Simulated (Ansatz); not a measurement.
Reaction (SMILES): C(=C)F → [CH-]=CF + H+
B3LYP-D3(BJ)/def2-TZVP geometries, fixed; electronic energies without zero-point terms.
Largest species:
```
C
C 1 1.3174
F 1 1.3475 2 122.16
H 2 1.0798 1 119.40 3 180.00
H 2 1.0810 4 119.01 1 180.00
H 1 1.0823 2 126.09 4 0.00
```
Charge 0, spin multiplicity 1.

Effect of the final integration grid (spheres per factor e of radius in core and valence, angular degree) at PBE0/cc-pVTZ with Ansatz (a first-principles code), against the last row, where the deprotonation energy is 409.54 kcal/mol. The proton leaves the site shown, which need not be the most acidic. The default's grid is 13, 11, 36.

```tsv
setting	largest shift of a total energy (mEh)	shift of the deprotonation energy (kcal/mol)
accuracy: medium (default)	0.001	0.000
final_grid: 4, 3, 11	1.654	-0.492
final_grid: 6, 5, 17	-0.193	0.114
final_grid: 8, 7, 23	-0.003	0.000
final_grid: 10, 9, 29	0.002	0.002
final_grid: 18, 15, 47	0.000	0.000
final_grid: 26, 22, 59	0.000	0.000
```

Within 0.02 kcal/mol in the deprotonation energy: accuracy: medium (default); final_grid: 8, 7, 23; final_grid: 10, 9, 29; final_grid: 18, 15, 47. The largest shift is 1.654 mEh in a total energy and 0.492 kcal/mol in the difference.
